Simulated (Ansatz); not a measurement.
Born–Oppenheimer molecular dynamics of BFH5P (8 atoms, charge 0, multiplicity 1). It starts at the highest image of a converged band. Of that band: A vibrational analysis at the climbing image gives 2 clearly imaginary modes (883i, 74i cm⁻¹): a point of higher order, so a lower path passes nearby.

All numbers below come from Ansatz 0.2.0, RKS PBE0-D4/def2-SVP.

* ensemble: NVE (velocity Verlet)
* time step: 0.5 fs
* steps asked: 200
* starting velocities drawn for: 300 K
* seed: 4085

First frame:

```xyz
8
Properties=species:S:1:pos:R:3
B 0.094 -0.303 0.204
H -0.230 0.380 1.269
H 1.232 0.032 -0.001
F -0.874 -0.241 -0.743
P 0.339 -2.352 0.957
H -0.816 -2.723 0.212
H 1.241 -2.504 -0.130
H -0.202 -0.712 1.409
```

Q: What does the run give?

A: All steps were run.

- steps done: 200
- time covered: 100 fs
- mean temperature over the second half: 1261 K
- spread of the potential energy over the second half: 5.5 meV per atom
- mean potential energy of the second half above the start: -93.1 meV per atom

The conserved energy stayed within 0.17 meV per atom of its start (net change 0.11 meV per atom), so the integration is sound. The kinetic energy rose, since the run started high on the potential surface and went downhill. It ends in pieces (BFH2 + H3P), so much of that is their flight and rotation, not heat. A run of 0.1 ps of so small a system gives no equilibrium averages. The orbitals stay closed-shell, which can raise the energy where a bond breaks towards radicals; this wasn't checked here.

Q: What happens to the structure?

A: Between its relaxed ends the band would form B1–P5, H2–H8 and break B1–H2, P5–H8. These pairs go: B1–P5 2.20 → 5.34 Å, H2–H8 1.10 → 5.27 Å, B1–H2 1.31 → 1.19 Å, P5–H8 1.78 → 1.35 Å. In the last frame they stand as before the step (other bonds may differ from the relaxed reactants and products). Also parted: B1–H8 1.31 → 4.82 Å. It ends as BFH2 + H3P. Pairs count as bonded within 1.25 times the sum of covalent radii (0.12 Å more for H–H). This is one draw of velocities; another would differ in detail.

Q: How do temperature and energy run in time?

A: 
| time (fs) | T (K) | potential energy less start (eV) | conserved less start (meV/atom) |
| --- | --- | --- | --- |
| 0 | 300 | 0.000 | 0.00 |
| 5 | 195 | 0.082 | 0.11 |
| 10 | 323 | -0.017 | 0.12 |
| 15 | 529 | -0.177 | 0.10 |
| 20 | 880 | -0.450 | -0.03 |
| 25 | 885 | -0.453 | 0.08 |
| 30 | 981 | -0.527 | 0.14 |
| 35 | 1259 | -0.744 | 0.01 |
| 40 | 1232 | -0.722 | 0.04 |
| 45 | 1127 | -0.641 | 0.16 |
| 50 | 1282 | -0.761 | 0.05 |
| 55 | 1342 | -0.809 | -0.02 |
| 60 | 1191 | -0.691 | 0.09 |
| 65 | 1233 | -0.723 | 0.12 |
| 70 | 1347 | -0.812 | -0.03 |
| 75 | 1276 | -0.757 | -0.02 |
| 80 | 1195 | -0.693 | 0.12 |
| 85 | 1293 | -0.770 | 0.03 |
| 90 | 1295 | -0.772 | -0.02 |
| 95 | 1202 | -0.699 | 0.08 |
| 100 | 1255 | -0.740 | 0.11 |

Run time: 5.7 min on 1 thread of Arm Neoverse V2, with other jobs on the host, peak memory 0.12 GiB.
